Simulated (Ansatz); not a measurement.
CH₈Si₂⁺, that is SiH2Me(SiH3) with one electron fewer. The state is a doublet with charge 1. Geometry r2SCAN-D4/def2-SVP, that of the neutral singlet; atoms count from 1.

| atom | x (Å) | y (Å) | z (Å) |
| --- | --- | --- | --- |
| Si1 | -0.2810 | 0.5614 | 0.6044 |
| H2 | -1.6612 | 0.5860 | 1.1866 |
| H3 | 0.5980 | 1.3819 | 1.4981 |
| C4 | -0.2933 | 1.2820 | -1.1387 |
| H5 | -0.6672 | 2.3182 | -1.1318 |
| H6 | -0.9411 | 0.6924 | -1.8062 |
| H7 | 0.7204 | 1.2906 | -1.5689 |
| Si8 | 0.4989 | -1.6541 | 0.5975 |
| H9 | -0.3985 | -2.5187 | -0.2323 |
| H10 | 0.5505 | -2.2203 | 1.9812 |
| H11 | 1.8744 | -1.7193 | 0.0100 |

(1) Estimate the Mulliken populations from the PBE0/def2-TZVP orbitals of Ansatz.

(2) Where does the spin sit?

(3) And the Mayer bond orders between heavy atoms (over 0.3)?

Answers

(1) 
| atom | charge (e) | spin (α − β) |
| --- | --- | --- |
| Si1 | 0.20 | 0.32 |
| H2 | 0.10 | 0.04 |
| H3 | 0.10 | 0.04 |
| C4 | -0.47 | 0.07 |
| H5 | 0.22 | 0.04 |
| H6 | 0.19 | 0.00 |
| H7 | 0.19 | 0.00 |
| Si8 | 0.13 | 0.38 |
| H9 | 0.11 | 0.04 |
| H10 | 0.11 | 0.04 |
| H11 | 0.11 | 0.04 |
Mulliken values depend strongly on the basis.

(2) Summed by element: Si 0.71, H 0.22, C 0.07, of 1 unpaired in all. Largest on single atoms: Si8 0.38, Si1 0.32, C4 0.07.

(3) Si1–C4 1.06 (1.89 Å); Si1–Si8 0.61 (2.35 Å).
